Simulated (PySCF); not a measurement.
# PN: one state, many levels of theory

State: ¹Σ⁺ (singlet), closed shell. Set-up: basis P 6-311G(d,p), N 6-311G(d,p); no relativity; PySCF 2.14. De refers to P + N in their high-spin ground configurations, without counterpoise correction. A positive dipole means P(−)N(+).

| Level | Re (Å) | ωe (cm⁻¹) | De (eV) | μ (D) | CPU s a point (SCF and correlation, without the integrals) |
| --- | --- | --- | --- | --- | --- |
| RHF | 1.451 | 1600 | 1.43 | -3.10 | 0.036 |
| RHF-MP2 | 1.527 | 1179 | 5.86 | n/a | 0.055 |
| RHF-SCS-MP2 | 1.520 | 1219 | 5.79 | n/a | n/a |
| RHF-CCSD | 1.493 | 1386 | 4.96 | n/a | n/a |
| RHF-CCSD(T) | 1.505 | 1329 | 5.38 | n/a | 0.4 |
| LDA | 1.495 | 1365 | 7.49 | -2.64 | 0.36 |
| PBE | 1.506 | 1333 | 6.52 | -2.51 | 0.49 |
| r²SCAN | 1.493 | 1388 | 5.74 | -2.62 | 0.7 |
| PBE0 | 1.485 | 1428 | 5.72 | -2.69 | 0.77 |
| BHandHLYP | 1.468 | 1499 | 5.12 | -2.91 | 0.4 |
| CAM-B3LYP | 1.477 | 1458 | 5.89 | -2.82 | 0.67 |
| B2PLYP | 1.504 | 1303 | 6.05 | -2.88 | 0.44 |

Which functional lies closest to RHF-CCSD(T) in De, which farthest, and by how much do they differ from it?

Closest is BHandHLYP (-3.7 pm in Re, +12.8 % in ωe, -0.26 eV in De against RHF-CCSD(T) in the same basis), farthest LDA (-1.0 pm in Re, +2.7 % in ωe, +2.11 eV in De). CCSD(T) converges more slowly with the basis than the functionals do and binds too weakly in this one, so the order can change at the basis-set limit.

What does a quarter of exact exchange do here, going from PBE to PBE0?

PBE0 less PBE: -2.1 pm in Re, +7.1 % in ωe, -0.80 eV in De. Exact exchange removes part of the self-interaction that spreads semilocal densities, and in most molecules shortens and stiffens the bond and lowers De; so it does here.

What does the step from GGA to meta-GGA do here, going from PBE to r²SCAN?

r²SCAN less PBE: -1.3 pm in Re, +4.1 % in ωe, -0.78 eV in De. 

Measured (Huber and Herzberg, Constants of Diatomic Molecules (1979)): Re = 1.490866 Å, ωe = 1337.24 cm⁻¹.

Correlated steps freeze 6 core orbitals. Where the molecule has an RHF reference, its open-shell atoms are computed with UHF. B2PLYP dipoles, levels and charges come from its SCF part alone.

The whole job (state search and all levels along the bond) took about 1.3 min on 1 thread of Arm Neoverse V2 (shared host), peak memory 0.52 GiB.
